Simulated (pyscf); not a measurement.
**Four-centre exchange: F–SiH•–F + H₂O → HF + HO–SiH•–F**

Gas phase, doublet surface, charge 0. Bonds broken: F1–Si2, O5–H6. Bonds formed: F1–H6, Si2–O5. Single points on ωB97X-D3(BJ)/def2-SVP structures (PySCF, gas phase). MP2 and CC: frozen core, UHF for open shells. ΔMP2 is the change of the MP2 total energy from the triple- to the quadruple-zeta basis.

Transition state (Å):

```xyz
7

F     -0.7829     1.7390     0.2259
Si    -1.5977    -0.0024    -0.2309
F     -1.9506    -1.4305    -0.9752
H     -1.6606    -0.3753     1.2129
O      0.1679     0.0101    -0.6850
H      0.1112     1.0571    -0.1781
H      0.7536    -0.6986    -0.3880
```

One imaginary mode, 767i cm⁻¹; descent along it reached the two sides named, in the forms told below.

```tsv
bond	change	reactant side (Å)	saddle	product side
F1–Si2	breaks	1.633	1.976	2.9
O5–H6	breaks	0.966	1.165	1.756
F1–H6	forms	2.426	1.195	0.937
Si2–O5	forms	2.8	1.823	1.689
```

Electronic energies relative to the separated reactants (eV):

```csv
level,barrier,reaction energy,reverse barrier
ωB97X-D3(BJ)/def2-TZVP,0.84,+0.35,0.49
PBE/def2-TZVP,0.64,+0.37,0.27
r²SCAN/def2-TZVP,0.71,+0.37,0.33
B3LYP-D3(BJ)/def2-TZVP,0.85,+0.37,0.48
PBE0-D3(BJ)/def2-TZVP,0.73,+0.34,0.39
M06-2X/def2-TZVP,0.77,+0.34,0.43
ωB97M-D3(BJ)/def2-TZVP,0.82,+0.37,0.46
HF/def2-TZVP,1.55,+0.41,1.15
MP2/def2-QZVPP,0.94,+0.35,0.59
CCSD/def2-TZVPP,1.06,+0.35,0.71
CCSD(T)/def2-TZVPP,0.96,+0.35,0.61
CCSD(T)/def2-TZVPP + ΔMP2(QZVPP),0.98,+0.36,0.63
```

With CCSD(T)/def2-TZVPP + ΔMP2(QZVPP) energies and thermal terms (ideal gas, 1 atm, RRHO with modes under 100 cm⁻¹ raised to 100, one conformer, R ln 2 for chiral ones without a mode under 150 cm⁻¹), in eV:

```tsv
T (K)	ΔH‡	ΔG‡	ΔH	ΔG
298	0.93	1.40	+0.34	+0.34
600	0.94	1.87	+0.36	+0.34
900	0.96	2.34	+0.38	+0.32
1200	0.99	2.79	+0.40	+0.30
```

On the product side the descent ends in a complex, 0.26 eV under the separated species and 0.75 eV under the saddle at ωB97X-D3(BJ)/def2-TZVP. One saddle was located; it need not be the lowest between these sides. The CCSD(T) − MP2 part came from Ansatz, without density fitting, on the same reference.
